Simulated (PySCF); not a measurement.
Reproducing measurements on acetamide

**Measured values to compare with.**

NIST CCCBDB Release 22 (SRD 101), experimental dipoles lists, for the gas: dipole moment (dielectric constant and refractivity) 3.76 D.

From NIST CCCBDB Release 22 (SRD 101), experimental polarizabilities, for the gas: mean polarisability 5.67 Å³.

The results are set against them at the end.

Acetamide, C2H5NO.
Numbering: `[CH3:1][C:2]([NH2:3])=[O:4]` (hydrogens: H5, H6, H7 on C1; H8, H9 on N3)

Geometry (GFN2-xTB, Å), atoms numbered from 1 in this order:
```
atom  x, y, z in Å
C1    -1.0962   -0.0122    0.0826
C2     0.2761    0.4578   -0.3513
N3     1.2875   -0.3121    0.1216
O4     0.4750    1.4240   -1.0487
H5    -1.1874    0.0703    1.1636
H6    -1.2459   -1.0507   -0.2037
H7    -1.8545    0.6059   -0.3881
H8     2.2354   -0.0683   -0.1107
H9     1.1236   -1.1087    0.7096
```

Runs made with PySCF (gas phase, on this GFN2-xTB geometry; no spin–orbit coupling):

| level | job | basis functions |
| --- | --- | --- |
| PBE0/pcSseg-1 | shieldings, charges and field gradients | 93 |
| PBE0/def2-SVPD | 8 singlets by full TDDFT, 3 Tamm–Dancoff triplets, polarisability | 123 |
| B3LYP/pcJ-1 | spin–spin couplings from 9 perturbed nuclei | 158 |

Results beside the measurements:

**Dipole moment.** Measured: 3.76 D (NIST CCCBDB Release 22 (SRD 101), experimental dipoles).

| level | computed (D) | computed − measured (D) | % (from the printed values) |
| --- | --- | --- | --- |
| PBE0/pcSseg-1 | 3.96 | +0.20 | +5 |
| PBE0/def2-SVPD | 4.00 | +0.24 | +6 |
| B3LYP/pcJ-1 | 3.94 | +0.18 | +5 |

Closest is B3LYP/pcJ-1 (+0.18 D), furthest PBE0/def2-SVPD (+0.24 D); one molecule doesn't rank methods. All 3 levels lie above the measurement. The computed dipoles belong to one fixed geometry; measured ones are averaged over vibrations unless marked μe. Magnitudes are compared, not signs.

**Mean polarisability.** Measured: 5.67 Å³ (NIST CCCBDB Release 22 (SRD 101), experimental polarizabilities).

```
         level  computed (Å³)  computed − measured (Å³)  % (from the printed values)
PBE0/def2-SVPD           5.60                     -0.07                           -1
```

The computed values are static and purely electronic, with core orbitals frozen in the response (1 au = 0.148185 Å³). The table of measured values doesn't say here whether a value is static or optical, or holds a vibrational part.

The geometry is computed, not the measured one. Where a level misses, the cause wasn't examined.
